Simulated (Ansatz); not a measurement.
# How far each method lies from full CI for HAlSi, singlet

Geometry: a point of a bend scan, not a stationary point.

```xyz
3

Si    0.8140    0.0000    0.8473
Al   -0.8576    0.0000   -0.8098
H     0.2750    0.0000   -1.9326
```

Basis 6-31G; Ansatz 0.2.0. Only valence electrons are correlated (noble-gas cores frozen), which leaves 8 electrons in 18 orbitals. R marks a restricted (for open shells ROHF) determinant, U an unrestricted one. Active spaces: valence = (8e, 9o) chosen from the atoms' valence shells; pair = (2e, 2o) about the gap.

Full CI is exact within this basis and frozen core; it isn't the basis-set limit. The frozen core follows each run's orbitals, which can shift R against U totals by a few meV.

```
UHF ⟨S²⟩                          : 1.307
T1 diagnostic (RCCSD)             : 0.0578
largest doubles amplitude (RCCSD) : 0.166
```

```csv
level,E − E(full CI) (kcal/mol),share of correlation (%),wall time
RHF,77.38,0.00,–
UHF†,45.60,–,–
RMP2,24.46,68.39,–
UMP2†,14.37,–,–
RCCSD,4.95,93.61,–
UCCSD*†,-4.34,–,–
RCCSD(T),1.45,98.12,1.6 s
UCCSD(T)*†,-6.79,–,5.5 s
BCCD(T),1.65,97.87,1.7 s
RCCSDT,0.59,99.24,–
UCCSDT*†,-10.75,–,–
RCCSDT(Q),0.04,99.95,2.5 s
UCCSDT(Q)*†,-12.14,–,9 s
RCCSDTQ,0.07,99.91,11 s
UCCSDTQ*†,-13.02,–,46 s
CASSCF (valence space),14.75,80.94,–
NEVPT2 (valence space),4.84,93.75,3.7 s
MRCISD (valence space),0.69,99.11,–
MRCISD+Q (valence space),0.37,99.52,4.9 s
```

An asterisk marks runs whose energy the program itself flagged as in doubt. A dagger marks rows that describe another state than the reference (another or a broken symmetry, a higher spin or other natural occupations), so the difference isn't the method's error.

The correlation energy at full CI, counted from RHF, is -3.355 eV. That run took 42 s on 1 thread of Arm Neoverse V1, shared host over 4,682,448 determinants.

Run but not shown, since their state or frozen core can't be matched to the reference's or they repeat it: CISD, CASSCF (pair space), NEVPT2 (pair space), MRCISD (pair space), MRCISD+Q (pair space).

Times hold each run's SCF and search for its determinant on a shared host, so for small cases they say little of a method's own cost; they ran on 1 thread of Arm Neoverse V1.

Unrestricted levels hold only the spin's projection, and here they fall towards a lower state of higher spin.

The full-CI state has the irrep A' of Cs, in the program's axes.

Natural occupations of full CI about the gap: 1.966 1.940 1.803 1.785 0.219 0.117 0.090 0.029 0.017 0.008; effectively unpaired electrons, Σ n²(2−n)², 0.53.
